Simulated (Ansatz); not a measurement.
A structure relaxed at PBE0-D4/def2-TZVP, charge 0, multiplicity 1:

```json
{"atom": "B1", "x (Å)": "-1.273", "y (Å)": "-0.275", "z (Å)": "-0.455"}
{"atom": "Si2", "x (Å)": "0.673", "y (Å)": "-0.213", "z (Å)": "0.023"}
{"atom": "O3", "x (Å)": "1.259", "y (Å)": "1.254", "z (Å)": "0.515"}
{"atom": "H4", "x (Å)": "-2.056", "y (Å)": "0.591", "z (Å)": "-0.187"}
{"atom": "H5", "x (Å)": "-1.708", "y (Å)": "-1.249", "z (Å)": "-1.000"}
{"atom": "H6", "x (Å)": "1.529", "y (Å)": "-0.605", "z (Å)": "-1.127"}
{"atom": "H7", "x (Å)": "0.846", "y (Å)": "-1.253", "z (Å)": "1.090"}
{"atom": "H8", "x (Å)": "0.731", "y (Å)": "1.750", "z (Å)": "1.141"}
```

(1) Give its formula and SMILES.

(2) Summarise the bond lengths by kind.

Answers

(1) BH5OSi, `B[SiH2]O`.

(2) 1 × B–Si 2.005 Å; 2 × B–H 1.197 Å; 1 × O–Si 1.655 Å; 2 × H–Si 1.486 to 1.500 Å; 1 × H–O 0.958 Å.

Results of the Gaussian-basis code of Ansatz.
